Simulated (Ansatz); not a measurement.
This script for Ansatz 0.2.0, Python API starts 6 runs on B₂H₇P, SMILES B[PH2+][BH3-]. What input does the engine get in each?

`b2h7p_field.py`
```python
# -*- coding: utf-8 -*-
'''Response of B2H7P to a pair of distant point charges.'''

import ansatz as az
import numpy as np

BASIS = 'aug-cc-pVDZ'
XC = 'cam_b3lyp'

molecule = (
    az.Crystal.molecule()
    .atom('B', (1.6683, 0.3955, 0.2431))
    .atom('P', (0.1987, -0.4659, -0.5598))
    .atom('B', (-1.4003, 0.0947, 0.2845))
    .atom('H', (2.5171, -0.2432, 0.7589))
    .atom('H', (1.7365, 1.5745, 0.2364))
    .atom('H', (0.1488, -0.1317, -1.9262))
    .atom('H', (0.3382, -1.8596, -0.4205))
    .atom('H', (-1.3629, -0.1957, 1.4391))
    .atom('H', (-2.3295, -0.4438, -0.2302))
    .atom('H', (-1.5148, 1.2752, 0.1747))
)

base = (
    molecule.calculation()
    .basis(gaussian=BASIS)
    .functional(XC)
    .forces()
)
# charges +q and -q at -R and +R make a nearly even field 2 k q / R^2 at the centre
centre = np.mean([site.position_ang for site in molecule.cartesian_sites], axis=0)
field = 2 * 14.399645 * 4.0 / 40.0 ** 2


def dipole(axis, sign):
    arm = 40.0 * np.eye(3)[axis]
    pair = [{'charge': sign * 4.0, 'position_ang': (centre - arm).tolist()}, {'charge': -sign * 4.0, 'position_ang': (centre + arm).tolist()}]
    deck = base.input().set(az.key.basis.gaussian.point_charges, pair)
    return np.array(az.Session.from_dict(deck).plan().execute().report['charge_distribution']['dipole_moment_e_ang'])


print(f'field {field:.4f} V/A')
alpha = np.array([(dipole(axis, 1) - dipole(axis, -1)) / (2 * field) * 14.399645 for axis in range(3)])
print('polarisability tensor (A^3)')
print(np.array2string(alpha, precision=3, suppress_small=True))
print(f'mean {np.trace(alpha) / 3:.3f} A^3 = {np.trace(alpha) / 3 / 0.14818471:.2f} bohr^3')
```

Run 1:
```yaml
crystal:
  periodic: [false, false, false]
  atoms:
    - { symbol: B, position_ang: [1.6683, 0.3955, 0.2431] }
    - { symbol: P, position_ang: [0.1987, -0.4659, -0.5598] }
    - { symbol: B, position_ang: [-1.4003, 0.0947, 0.2845] }
    - { symbol: H, position_ang: [2.5171, -0.2432, 0.7589] }
    - { symbol: H, position_ang: [1.7365, 1.5745, 0.2364] }
    - { symbol: H, position_ang: [0.1488, -0.1317, -1.9262] }
    - { symbol: H, position_ang: [0.3382, -1.8596, -0.4205] }
    - { symbol: H, position_ang: [-1.3629, -0.1957, 1.4391] }
    - { symbol: H, position_ang: [-2.3295, -0.4438, -0.2302] }
    - { symbol: H, position_ang: [-1.5148, 1.2752, 0.1747] }
basis:
  gaussian:
    orbitals: aug-cc-pVDZ
    point_charges:
      - { charge: 4.0, position_ang: [-39.99999, 2.2204460492503132e-17, 1.1102230246251566e-17] }
      - { charge: -4.0, position_ang: [40.00001, 2.2204460492503132e-17, 1.1102230246251566e-17] }
hamiltonian:
  xc: cam_b3lyp
output:
  forces: true
```

Run 2, against run 1:
```diff
-      - { charge: 4.0, position_ang: [-39.99999, 2.2204460492503132e-17, 1.1102230246251566e-17] }
-      - { charge: -4.0, position_ang: [40.00001, 2.2204460492503132e-17, 1.1102230246251566e-17] }
+      - { charge: -4.0, position_ang: [-39.99999, 2.2204460492503132e-17, 1.1102230246251566e-17] }
+      - { charge: 4.0, position_ang: [40.00001, 2.2204460492503132e-17, 1.1102230246251566e-17] }
```

Run 3, against run 1:
```diff
-      - { charge: 4.0, position_ang: [-39.99999, 2.2204460492503132e-17, 1.1102230246251566e-17] }
-      - { charge: -4.0, position_ang: [40.00001, 2.2204460492503132e-17, 1.1102230246251566e-17] }
+      - { charge: 4.0, position_ang: [9.99999999995449e-06, -40.0, 1.1102230246251566e-17] }
+      - { charge: -4.0, position_ang: [9.99999999995449e-06, 40.0, 1.1102230246251566e-17] }
```

Run 4, against run 1:
```diff
-      - { charge: 4.0, position_ang: [-39.99999, 2.2204460492503132e-17, 1.1102230246251566e-17] }
-      - { charge: -4.0, position_ang: [40.00001, 2.2204460492503132e-17, 1.1102230246251566e-17] }
+      - { charge: -4.0, position_ang: [9.99999999995449e-06, -40.0, 1.1102230246251566e-17] }
+      - { charge: 4.0, position_ang: [9.99999999995449e-06, 40.0, 1.1102230246251566e-17] }
```

Run 5, against run 1:
```diff
-      - { charge: 4.0, position_ang: [-39.99999, 2.2204460492503132e-17, 1.1102230246251566e-17] }
-      - { charge: -4.0, position_ang: [40.00001, 2.2204460492503132e-17, 1.1102230246251566e-17] }
+      - { charge: 4.0, position_ang: [9.99999999995449e-06, 2.2204460492503132e-17, -40.0] }
+      - { charge: -4.0, position_ang: [9.99999999995449e-06, 2.2204460492503132e-17, 40.0] }
```

Run 6, against run 1:
```diff
-      - { charge: 4.0, position_ang: [-39.99999, 2.2204460492503132e-17, 1.1102230246251566e-17] }
-      - { charge: -4.0, position_ang: [40.00001, 2.2204460492503132e-17, 1.1102230246251566e-17] }
+      - { charge: -4.0, position_ang: [9.99999999995449e-06, 2.2204460492503132e-17, -40.0] }
+      - { charge: 4.0, position_ang: [9.99999999995449e-06, 2.2204460492503132e-17, 40.0] }
```

```console
$ python b2h7p_field.py
field 0.0720 V/A
polarisability tensor (A^3)
[[10.842  0.112 -0.039]
 [ 0.109  8.267  0.337]
 [-0.047  0.335  8.023]]
mean 9.044 A^3 = 61.03 bohr^3
```

The geometry is a force-field or estimated start, not a minimum of this method, and the basis set is short of its limit. The field of two point charges is only nearly even. It ran for 47 s on 1 thread of Arm Neoverse V1, on a shared host, peak memory 0.42 GiB.

(A comment or docstring line of the script was reworded after the run, the code is as it ran; lines on the test bed's own set-up are left out of the output.)
